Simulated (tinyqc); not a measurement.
The basis set: RHF and MP2 along a ladder of basis sets, for H2O, spin multiplicity 1. Computed by the program tinyqc with PySCF. Same geometry throughout; the dipole is taken about the origin.

Geometry (angstrom):
```
atom       x        y       z
O     0.0000   0.0000  0.0000
H     0.0000   0.7130  0.5310
H     0.0000  -0.7130  0.5310
```

RHF and frozen-core MP2 in a ladder of bases:
```
basis    functions  E(RHF) (hartree)  E(MP2 corr) (hartree)  HOMO (eV)  LUMO (eV)  dipole (debye)
sto-3g           7         -74.93866               -0.02992    -10.774     18.312           1.794
3-21g           13         -75.57191               -0.11589    -13.128      7.743           2.381
6-31g           13         -75.97498               -0.12143    -13.741      5.968           2.561
6-31g**         24         -76.01580               -0.18933    -13.647      6.265           2.083
cc-pvdz         24         -76.01890               -0.19669    -13.557      5.354           1.955
cc-pvtz         58         -76.05115               -0.25654    -13.880      4.054           1.935
```

Estimate the missing row, basis = aug-cc-pvdz.

Computed row:
```
basis        functions  E(RHF) (hartree)  E(MP2 corr) (hartree)  HOMO (eV)  LUMO (eV)  dipole (debye)
aug-cc-pvdz         41         -76.03435               -0.21338    -14.019      0.997           1.908
```

From cc-pVDZ to cc-pVTZ the RHF energy falls by 32.3 mhartree and the correlation energy by 59.8. If valence correlation converges as X^-3, (27 E(T) - 8 E(D))/19 gives -0.2817 hartree, a rough estimate from such small X that usually falls short; STO-3G holds about 11 % of it. Beyond STO-3G the LUMO moves by 6.7 eV and the HOMO by 0.9 eV; diffuse functions lower the positive LUMO sharply, since an unbound virtual level tracks the most diffuse function.
